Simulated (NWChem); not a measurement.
System: hydrazine (N$_{2}$H$_{4}$); SMILES NN

The following NWChem deck was run.

```
start job
memory heap 200 mb stack 900 mb global 1100 mb
geometry units angstroms noautosym nocenter noautoz
  N     -0.068466     0.707447     0.075727
  N      0.068466    -0.707447     0.075727
  H      0.849513     1.113869     0.294813
  H     -0.339383     1.086120    -0.846530
  H     -0.849513    -1.113869     0.294813
  H      0.339383    -1.086120    -0.846530
end
basis spherical
  * library sadlej_pvtz
end
dft
  xc hfexch
  iterations 150
end
property
  response 1 0.0
end
task dft property
```

NWChem printed, in part:

```
             Northwest Computational Chemistry Package (NWChem) 7.3.0
             --------------------------------------------------------

                             Geometry "geometry" -> ""
                             -------------------------

 Output coordinates in angstroms (scale by  1.889725989 to convert to a.u.)

  No.       Tag          Charge          X              Y              Z
 ---- ---------------- ---------- -------------- -------------- --------------
    1 N                    7.0000    -0.06846600     0.70744700     0.07572700
    2 N                    7.0000     0.06846600    -0.70744700     0.07572700
    3 H                    1.0000     0.84951300     1.11386900     0.29481300
    4 H                    1.0000    -0.33938300     1.08612000    -0.84653000
    5 H                    1.0000    -0.84951300    -1.11386900     0.29481300
    6 H                    1.0000     0.33938300    -1.08612000    -0.84653000

 Effective nuclear repulsion energy (a.u.)      41.4198222993

  xc_inp: hfexch multiplicative factor not found.
                              NWChem Property Module
                              ----------------------

                                 NWChem DFT Module
                                 -----------------

 Summary of "ao basis" -> "ao basis" (spherical)
 ------------------------------------------------------------------------------
       Tag                 Description            Shells   Functions and Types
 ---------------- ------------------------------  ------  ---------------------
 N                        sadlej pvtz               10       24   5s3p2d
 H                        sadlej pvtz                5        9   3s2p

            General Information
            -------------------
          SCF calculation type: DFT
          Wavefunction type:  closed shell.
          No. of atoms     :     6
          No. of electrons :    18
           Alpha electrons :     9
            Beta electrons :     9
          Charge           :     0
          Spin multiplicity:     1
          Use of symmetry is: off; symmetry adaption is: off
          Maximum number of iterations: 150
          AO basis - number of functions:    84
                     number of shells:    40
          Convergence on energy requested:  1.00D-06
          Convergence on density requested:  1.00D-05
          Convergence on gradient requested:  5.00D-04

              XC Information
              --------------
                     Hartree-Fock (Exact) Exchange  1.000

      Superposition of Atomic Density Guess
      -------------------------------------

 Sum of atomic energies:        -110.61421352

      Non-variational initial energy
      ------------------------------

 Total energy =    -111.516254
 1-e energy   =    -230.932505
 2-e energy   =      77.996428
 HOMO         =      -0.318800
 LUMO         =       0.018065

   convergence    iter        energy       DeltaE   RMS-Dens  Diis-err
 ---------------- ----- ----------------- --------- --------- ---------
 d= 0,ls=0.0,diis     1   -111.1834870688 -1.53D+02  6.24D-03  2.04D-01
 d= 0,ls=0.0,diis     2   -111.2085566518 -2.51D-02  1.86D-03  2.10D-02
 d= 0,ls=0.0,diis     3   -111.2111189208 -2.56D-03  5.63D-04  2.79D-03
 d= 0,ls=0.0,diis     4   -111.2115288802 -4.10D-04  2.10D-04  1.12D-04
 d= 0,ls=0.0,diis     5   -111.2115630021 -3.41D-05  7.52D-05  9.05D-06
  Resetting Diis
 d= 0,ls=0.0,diis     6   -111.2115673735 -4.37D-06  2.60D-05  6.79D-07
 d= 0,ls=0.0,diis     7   -111.2115677561 -3.83D-07  2.47D-06  2.63D-08

         Total DFT energy =     -111.211567756051
      One electron energy =     -232.917564727188
           Coulomb energy =       94.895023238213
    Exchange-Corr. energy =      -14.608848566330
 Nuclear repulsion energy =       41.419822299254

 Numeric. integr. density =        0.000000000000

                       DFT Final Molecular Orbital Analysis
                       ------------------------------------

 Vector    7  Occ=2.000000D+00  E=-6.084558D-01
              MO Center= -3.3D-14, -9.7D-14,  1.3D-01, r^2= 1.5D+00
   Bfn.  Coefficient  Atom+Function         Bfn.  Coefficient  Atom+Function
  ----- ------------  ---------------      ----- ------------  ---------------
     7      0.386167  1 N  py                31     -0.386167  2 N  py
    49      0.300009  3 H  s                 67      0.300009  5 H  s
    50      0.199384  3 H  s                 68      0.199384  5 H  s
     6      0.148244  1 N  px                30     -0.148244  2 N  px
     8      0.121605  1 N  pz                32      0.121605  2 N  pz

 Vector    8  Occ=2.000000D+00  E=-4.123631D-01
              MO Center= -1.2D-12,  4.6D-12,  8.8D-02, r^2= 1.7D+00
   Bfn.  Coefficient  Atom+Function         Bfn.  Coefficient  Atom+Function
  ----- ------------  ---------------      ----- ------------  ---------------
     8      0.396711  1 N  pz                32     -0.396711  2 N  pz
     5      0.270062  1 N  s                 29     -0.270062  2 N  s
     4      0.254393  1 N  s                 28     -0.254393  2 N  s
    58     -0.240835  4 H  s                 76      0.240835  6 H  s
     6     -0.198500  1 N  px                30     -0.198500  2 N  px

 Vector    9  Occ=2.000000D+00  E=-4.098967D-01
              MO Center=  1.2D-12, -4.6D-12,  1.5D-01, r^2= 1.6D+00
   Bfn.  Coefficient  Atom+Function         Bfn.  Coefficient  Atom+Function
  ----- ------------  ---------------      ----- ------------  ---------------
     6      0.384079  1 N  px                30     -0.384079  2 N  px
     8     -0.215413  1 N  pz                32     -0.215413  2 N  pz
    49      0.198265  3 H  s                 67      0.198265  5 H  s
     4     -0.162425  1 N  s                 28     -0.162425  2 N  s
     7     -0.151005  1 N  py                31      0.151005  2 N  py

 Vector   10  Occ=0.000000D+00  E= 3.780047D-02
              MO Center= -1.1D-11, -1.4D-11, -1.6D+00, r^2= 1.3D+01
   Bfn.  Coefficient  Atom+Function         Bfn.  Coefficient  Atom+Function
  ----- ------------  ---------------      ----- ------------  ---------------
     5      2.294427  1 N  s                 29      2.294427  2 N  s
    60     -1.414497  4 H  s                 78     -1.414497  6 H  s
    59     -0.937246  4 H  s                 77     -0.937246  6 H  s
    50     -0.606086  3 H  s                 68     -0.606086  5 H  s
    14     -0.359716  1 N  pz                38     -0.359716  2 N  pz

 Vector   11  Occ=0.000000D+00  E= 5.075454D-02
              MO Center= -1.8D-12,  1.4D-11, -3.4D-01, r^2= 2.0D+01
   Bfn.  Coefficient  Atom+Function         Bfn.  Coefficient  Atom+Function
  ----- ------------  ---------------      ----- ------------  ---------------
    13      2.075444  1 N  py                37      2.075444  2 N  py
    51     -2.061627  3 H  s                 69      2.061627  5 H  s
    60     -1.891681  4 H  s                 78      1.891681  6 H  s
     5     -1.673653  1 N  s                 29      1.673653  2 N  s
    50     -0.865354  3 H  s                 68      0.865354  5 H  s

 Vector   12  Occ=0.000000D+00  E= 6.027885D-02
              MO Center= -4.1D-11, -5.7D-11, -7.7D-01, r^2= 1.9D+01
   Bfn.  Coefficient  Atom+Function         Bfn.  Coefficient  Atom+Function
  ----- ------------  ---------------      ----- ------------  ---------------
    60      3.556587  4 H  s                 78     -3.556587  6 H  s
    51     -2.529937  3 H  s                 69      2.529937  5 H  s
    59      1.304150  4 H  s                 77     -1.304150  6 H  s
    14      1.242897  1 N  pz                38     -1.242897  2 N  pz
    12      1.020119  1 N  px                36      1.020119  2 N  px

     Multipole analysis of the density
     ---------------------------------

     L   x y z        total         alpha         beta         nuclear
     -   - - -        -----         -----         ----         -------
     0   0 0 0     -0.000000     -9.000000     -9.000000     18.000000

     1   1 0 0      0.000000      0.000000      0.000000      0.000000
     1   0 1 0      0.000000      0.000000      0.000000      0.000000
     1   0 0 1     -0.810475     -0.364366     -0.364366     -0.081742

     2   2 0 0     -9.614908     -7.913088     -7.913088      6.211269
     2   1 1 0      1.990665      0.143337      0.143337      1.703991
     2   1 0 1      0.000000      0.000000      0.000000      0.000000
     2   0 2 0     -9.328904    -25.818471    -25.818471     42.308039
     2   0 1 1     -0.000000     -0.000000     -0.000000      0.000000
     2   0 0 2     -9.811162     -7.918380     -7.918380      6.025598

 *** CALLING NEW AORESP DRIVER FOR CLOSED AND OPEN SHELLS ***
 Entering AOResponse driver routine

--------------------------------------------------------------------------------

          -----------------------------------------------
          Solving response equations for perturbing field
          -----------------------------------------------

 number of frequencies:     1
 frequency in a.u.:  0.0000000E+00
 Perturbing field: electric
 Using El. Dipole Length Gauge

 Setting up CPKS with frequency omega =      0.00000000 a.u.

 STATIC response

                                NWChem CPHF Module
                                ------------------

[...]

 DFT Linear Response polarizability / au
 Frequency  =       0.0000000 / au
              X              Y              Z
 -----------------------------------------------
 X      19.8751760      0.5730321      0.0000000
 Y       0.5730274     24.7015842     -0.0000000
 Z       0.0000000     -0.0000000     20.0132727
 -----------------------------------------------
 Eigenvalues =      19.8080737     24.7686865     20.0132727
 Isotropic   =      21.5300110
 Anisotropic =       4.8612625
 -----------------------------------------------

 Magnetic Dipole Response Matrix (nonzero elements):

 Exiting AOResponse driver routine
```

Level: Hartree-Fock/Sadlej pVTZ. Coordinates come from a PBE-D3(BJ)/def2-SVP optimisation.
